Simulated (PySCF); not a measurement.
Does the answer move with the share of exact exchange?

C4H7Cl.
SMILES: `C/C=C\CCl`

Torsions of this conformer, `[CH3:1]/[CH:2]=[CH:3]\[CH2:4][Cl:5]`: C2–C3–C4–Cl5 117°.

PySCF, def2-SVPD basis, density fitting, gas phase, PBE0-D3(BJ)/def2-SVP geometry; singlet excitations by full TDDFT with frozen cores, triplets by Tamm–Dancoff TDDFT and ionisation energies by ΔSCF, from the lowest of the holes tried. One functional is left out:

```csv
functional,exact exchange (%),HOMO energy (eV),LUMO energy (eV),lowest singlet excitation (eV),lowest triplet excitation (eV),dipole moment (D),mean polarisability (au),vertical ionisation energy (eV)
LDA,0,-6.52,-1.60,5.62,4.39,2.428,69.9,9.49
PBE,0,-6.38,-1.40,5.72,4.19,2.402,69.1,9.32
B3LYP,20,-7.27,-0.62,6.23,4.22,2.425,67.5,9.52
BHandHLYP,50,-8.46,0.70,6.78,4.11,2.486,65.5,9.44
```

Predict the row of PBE0 (25 % exact exchange) by straight lines through the other rows, and check it.

```
                       property   line  computed  computed − line  B3LYP (20 %), for comparison
               HOMO energy (eV)  -7.46     -7.49            -0.03                         -7.27
               LUMO energy (eV)  -0.40     -0.39            +0.01                         -0.62
 lowest singlet excitation (eV)   6.26      6.40            +0.14                          6.23
 lowest triplet excitation (eV)   4.20      4.14            -0.06                          4.22
              dipole moment (D)  2.446     2.450           +0.004                         2.425
       mean polarisability (au)   67.4      66.7             -0.7                          67.5
vertical ionisation energy (eV)   9.45      9.52            +0.07                          9.52
```
